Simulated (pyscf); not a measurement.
A first-order saddle from PySCF, ωB97X-D3(BJ)/def2-SVP:

```xyz
9

O     -0.2367     0.7781     1.5974
P     -0.0523    -0.6526     0.1777
O      1.4756    -0.0642     0.0693
H     -0.5999     0.3224     2.3688
H     -0.0579    -0.8221    -1.2611
H      1.6483     0.3644     0.9236
O     -1.4889     0.7420    -0.3543
H     -1.2507     1.1176     0.5840
H     -2.3734     0.3500    -0.3190
```
Charge 0, spin multiplicity 1.

Surface: singlet, charge 0. Lowest wavenumbers (cm⁻¹): 387i, 138, 310, 379, 414.

Which two sides does it connect, and which bonds change?

HO–PH–OH + water (H₂O) <-> water (H₂O) + HO–PH–OH, a four-centre exchange read from left to right: O–P, H–O broken and H–O, O–P formed. At CCSD(T)/def2-TZVPP + ΔMP2(QZVPP) it lies +43.1 kcal/mol from the left side and +43.1 kcal/mol from the right (each side as separated species at their lowest minima found). On the reactant side the descent ends in a complex, 4.1 kcal/mol under the separated species and 44.7 kcal/mol under the saddle at ωB97X-D3(BJ)/def2-TZVP. On the product side the descent ends in a complex, 5.7 kcal/mol under the separated species and 46.3 kcal/mol under the saddle at ωB97X-D3(BJ)/def2-TZVP. At ωB97X-D3(BJ)/def2-TZVP the barrier from the zero used here is 40.6 kcal/mol. This is the saddle that the search found; another between the same sides may lie lower. The CCSD(T) − MP2 part came from Ansatz, without density fitting, on the same reference.
